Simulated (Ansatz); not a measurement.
Input file:

```yaml
crystal:
  periodic: [false, false, false]
  atoms:
    - {symbol: Al, position_ang: [0.000000, 0.063816, -0.100455]}
    - {symbol: H, position_ang: [0.000000, -1.067562, -0.615267]}
    - {symbol: H, position_ang: [0.420650, -0.320370, 1.652169]}
    - {symbol: H, position_ang: [-0.420650, -0.320370, 1.652169]}
basis:
  gaussian: {orbitals: def2-SVP}
magnetization: {spin_polarized: false, initial_magnetization: 2}
correlation: {method: ccsd_t, electrons: valence}
scf: {lower_state_search: off}
output: {forces: true}
```

```sh
$ ansatz run in.yaml --threads 1 --pin off --events-out ev --progress --plain --max-ram 2393MiB
```

Output:

```
these checks for a lower state are left out or cut short: starts, cluster_reference, orbital_swaps, neighbouring_geometries, increment
315 factors; integrals over basis functions are off by at most 1.1e-3 eV
mean field evaluation 1: about -6622.6869 eV, gradient 9.2e0 eV
mean field evaluation 2: about -6622.6909 eV, gradient 9.2e0 eV
mean field evaluation 4: about -6623.5468 eV, gradient 5.2e-1 eV
mean field evaluation 8: about -6623.5530 eV, gradient 2.4e-3 eV
mean field -6623.55295058 eV, -243.4110813283 hartree, gradient 3.3e-6 eV, S^2 2.000000; 0 other end points of the search recorded, 0 dependent functions left out
5 core orbitals not correlated: weight in the atoms' cores, before any rotation towards them, 1.000 or more for the frozen orbitals, at most 0.000 for the correlated occupied ones
reference -6623.55295058 eV, -243.4110813283 hartree; 4, 2 occupied and 24, 26 virtual orbitals, 315 factors
second order -1.87875404 eV of doubles, -0.01427433 eV of singles
cycle   1  -2.29869904 eV  change   -4.1e-1 eV  update   4.8e-2
cycle   2  -2.45397660 eV  change   -1.6e-1 eV  update   1.8e-2
cycle   3  -2.45733393 eV  change   -3.4e-3 eV  update   5.6e-3
cycle   4  -2.45800271 eV  change   -6.7e-4 eV  update   1.7e-3
cycle   5  -2.45768506 eV  change    3.2e-4 eV  update   5.5e-4
cycle   6  -2.45771188 eV  change   -2.7e-5 eV  update   1.8e-4
cycle   7  -2.45778346 eV  change   -7.2e-5 eV  update   5.4e-5
cycle   8  -2.45776477 eV  change    1.9e-5 eV  update   1.7e-5
cycle   9  -2.45775889 eV  change    5.9e-6 eV  update   6.2e-6
cycle  10  -2.45776158 eV  change   -2.7e-6 eV  update   2.0e-6
cycle  11  -2.45776215 eV  change   -5.7e-7 eV  update   6.2e-7
perturbative correction -0.03613125 eV, -0.0013277990 hartree
the calculation of the forces begins
Total energy: -6626.04684398 eV, -243.5027302205 hartree
Atom 0 at     0.000000     0.063816    -0.100455 Å, force     0.000000     8.670248     3.858840 eV/Å
Atom 1 at     0.000000    -1.067562    -0.615267 Å, force     0.000000    -8.660605    -3.960391 eV/Å
Atom 2 at     0.420650    -0.320370     1.652169 Å, force    -0.218543    -0.004821     0.050776 eV/Å
Atom 3 at    -0.420650    -0.320370     1.652169 Å, force     0.218543    -0.004821     0.050776 eV/Å
Dipole moment:    -0.000000     0.018590     0.190235 e Å
Checks for a lower state left out: starts, cluster_reference, orbital_swaps, neighbouring_geometries, increment
```

Forces (eV/Å):
```
Al   0.000  8.670  3.859
H    0.000 -8.661 -3.960
H   -0.219 -0.005  0.051
H    0.219 -0.005  0.051
```

Ran on 1 thread of Arm Neoverse V1, shared host: 0.75 s wall, 0.15 GiB peak host memory.
